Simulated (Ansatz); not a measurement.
C4H5Cl can be A, `ClC1C=CC1`, or B, `C#CCCCl`.

Isolated molecules relaxed with PBE0-D4/def2-TZVP in Ansatz; ΔE leaves out vibrations. CBS: MP2 limit from def2 TZ/QZ plus the TZ coupled-cluster correction, frozen cores. Functionals use def2-TZVPP. B3LYP here is the variant with VWN-RPA as its local correlation; programs differ in this. Each species was taken in one conformer, which may not be the lowest.

Problem. Which is lower in electronic energy at CCSD(T)/CBS, and by how much? (Estimate.)

Solution. Ansatz gave: A, by 4.7 kcal/mol.

Problem. Give E(B) − E(A) in kcal/mol with PBE0-D4, HF/def2-TZVPP, B3LYP-D4, CCSD(T)/def2-TZVPP, MP2/def2-TZVPP, B3LYP, B2PLYP. (An estimate is asked.)

Solution. Computed: PBE0-D4 9.7, HF/def2-TZVPP 0.3, B3LYP-D4 4.0, CCSD(T)/def2-TZVPP 4.5, MP2/def2-TZVPP 3.9, B3LYP 2.9, B2PLYP 2.6. None reverses the order clearly.

Largest T1 diagnostic: 0.010.

The D4 term adds +1.1 kcal/mol with B3LYP and +0.5 kcal/mol with PBE0; it sums over pairs of atoms, weighted by their polarisabilities, and B3LYP, whose exchange is more repulsive, gets the larger term. In def2-TZVPP, CCSD(T) changes the Hartree–Fock value by +4.1 kcal/mol (the triples alone add +0.5 kcal/mol) and MP2 by +3.6 kcal/mol.
